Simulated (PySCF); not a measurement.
DMSO (C2H6OS), SMILES CS(C)=O.

The structure is a stationary point at B3LYP-D3(BJ)/def2-SVP.

Method: SMD-ωB97X/def2-SVP (PySCF).

Solvation free energies are E(SMD) − E(gas) at the gas-phase geometry, for 1 M in both phases. In vacuum the dipole moment is 4.09 D.

Task: Rank water, acetone, cyclohexanone by solvation free energy, most negative first.

Result: water (-9.7 kcal/mol), acetone (-7.9 kcal/mol), cyclohexanone (-7.1 kcal/mol)
